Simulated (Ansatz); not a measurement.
## Tetradymite Bi2Te3

Method: r²SCAN+rVV10 in Ansatz (PAW).

Cell: relaxed at this level.

```
Quantity                        Result
-------------------------  -----------
interlayer binding energy  18.9 meV/Å²
layer repeat distance         10.464 Å
gap between the layers         2.958 Å
```

Spin–orbit coupling is not included; it can shift volumes and moduli of such heavy elements.

It cost very roughly 16 core-minutes of CPU time.

Ansatz is a quantum-chemistry and plane-wave program.
